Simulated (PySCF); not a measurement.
First SCF of a structure search on singlet CO2, at a hand-made bent geometry. PySCF input:

```python
from pyscf import gto, scf, dft
mol = gto.M(atom='''
C      0.000000     0.000000     0.000000
O      1.015700     0.000000     0.711200
O     -1.015700     0.000000     0.711200''',
    basis={'C': 'def2-TZVP', 'O': 'def2-TZVP'},
    charge=0, spin=0)
mf = dft.RKS(mol, xc='B3LYP')
mf.grids.atom_grid = (50, 194)
aux = {'C': 'def2-universal-JKFIT', 'O': 'def2-universal-JKFIT'}
mf = mf.density_fit(auxbasis=aux)
mf.conv_tol = 1e-08
mf.diis_space = 10
mf.max_cycle = 60
mf.init_guess = 'minao'
mf.verbose = 4
mf.kernel()
```

Excerpt of the output (cycles and frontier levels):

```
init E= -188.914960638434
  HOMO = -0.366492007007761  LUMO = -0.222780874386842  gap/eV = 3.91058
cycle= 1 E= -188.193896832319  delta_E= 0.721  |g|=  1.2  |ddm|= 1.71
  HOMO = -0.16491298794627  LUMO = -0.147410239827924  gap/eV = 0.47627
cycle= 2 E= -186.519707131845  delta_E= 1.67  |g|= 3.07  |ddm|= 2.39
  HOMO = -0.282455079290415  LUMO = -0.220967961672287  gap/eV = 1.67315
cycle= 3 E= -188.498955102092  delta_E= -1.98  |g|= 0.16  |ddm|= 2.16
  HOMO = -0.317576270328605  LUMO = -0.224475217261524  gap/eV = 2.53341
cycle= 4 E= -188.501526545715  delta_E= -0.00257  |g|= 0.0911  |ddm|= 0.101
  HOMO = -0.315675424466242  LUMO = -0.214725370015447  gap/eV = 2.74699
cycle= 5 E= -188.503297555116  delta_E= -0.00177  |g|= 0.0233  |ddm|= 0.0384
  HOMO = -0.317952448904514  LUMO = -0.215444176674414  gap/eV = 2.78939
cycle= 6 E= -188.503394585922  delta_E= -9.7e-05  |g|= 0.00574  |ddm|= 0.00981
  HOMO = -0.317459780259334  LUMO = -0.214720330633604  gap/eV = 2.79568
cycle= 7 E= -188.503401436473  delta_E= -6.85e-06  |g|= 0.000672  |ddm|= 0.00297
  HOMO = -0.317514579158868  LUMO = -0.214741293604426  gap/eV = 2.79660
cycle= 8 E= -188.503401523785  delta_E= -8.73e-08  |g|= 0.000123  |ddm|= 0.000308
  HOMO = -0.317510193489188  LUMO = -0.214733511521334  gap/eV = 2.79670
cycle= 9 E= -188.503401526677  delta_E= -2.89e-09  |g|= 2.06e-05  |ddm|= 5.6e-05
  HOMO = -0.317514953858534  LUMO = -0.214734015578099  gap/eV = 2.79681
Extra cycle  E= -188.503401526289  delta_E= 3.88e-10  |g|= 5.08e-05  |ddm|= 3.16e-05
converged SCF energy = -188.503401526289
```

No lower solution of this spin was found by a stability analysis within the restricted form, which does not test spin polarisation.

The search for the lowest solution, with the stability check, took 1.9 s on 2 threads of a shared Arm Neoverse V2 host, with 93 basis functions; the process peaked at 0.3 GiB.
